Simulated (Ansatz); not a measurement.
Structure relaxation of Na2Zr

All numbers below come from Ansatz 0.2.0, DFT PBE, scalar-relativistic, plane waves, PAW. Cutoff 420 eV, Γ-centred k mesh, Gaussian smearing, no spin polarisation in the final step.

Na2Zr was placed on the fluorite structure type (Fm-3m, No. 225), with Zr in place of Ca, Na in place of F, at a guessed volume.

```xyz
3
Lattice="0.0000 3.0448 3.0448 3.0448 0.0000 3.0448 3.0448 3.0448 0.0000" Properties=species:S:1:pos:R:3 pbc="T T T"
Na    1.5224    1.5224    1.5224
Na    4.5673    4.5673    4.5673
Zr    0.0000    0.0000    0.0000
```

Cell and atoms relax at zero pressure; the relaxation can't lower the symmetry of the start. After a coarse first stage the cell is made exact in the group found at 0.06 Å.

Formation energies are uncorrected and refer to the elements' standard structures at the same level.

Which crystal results?

It keeps Fm-3m (No. 225). The result has the fluorite structure. Conventional cell: a = 7.555 Å. Na is coordinated by 4 Zr at 3.27 Å and 6 Na at 3.78 Å; Zr is coordinated by 8 Na at 3.27 Å.

```cif
data_structure
_symmetry_space_group_name_H-M 'Fm-3m'
_symmetry_Int_Tables_number 225
_cell_length_a 7.5553
_cell_length_b 7.5553
_cell_length_c 7.5553
_cell_angle_alpha 90.000
_cell_angle_beta 90.000
_cell_angle_gamma 90.000
_cell_volume 431.28
loop_
_atom_site_label
_atom_site_type_symbol
_atom_site_symmetry_multiplicity
_atom_site_Wyckoff_symbol
_atom_site_fract_x
_atom_site_fract_y
_atom_site_fract_z
_atom_site_occupancy
Na1 Na 8 c 0.25000 0.75000 0.75000 1
Zr1 Zr 4 a 0.00000 0.00000 0.00000 1
```

What are its volume, energy, density and gap?

The volume per atom is 35.94 Å³, the density is 2.11 g/cm³ and the energy over the elements is 1.47 eV/atom. The gap on the 10×10×10 mesh is 0 eV (a metal).

The final run used a 10×10×10 mesh on its 3-atom cell and 0.10 eV smearing. The k mesh leaves about 4 meV/atom of noise in metals. A structure relaxed within its symmetry needn't be a true minimum. The steps took about 30 core-seconds in all.

Cost: 3 runs of about 0.52 core-minutes in all, on Arm Neoverse V2 (shared hosts).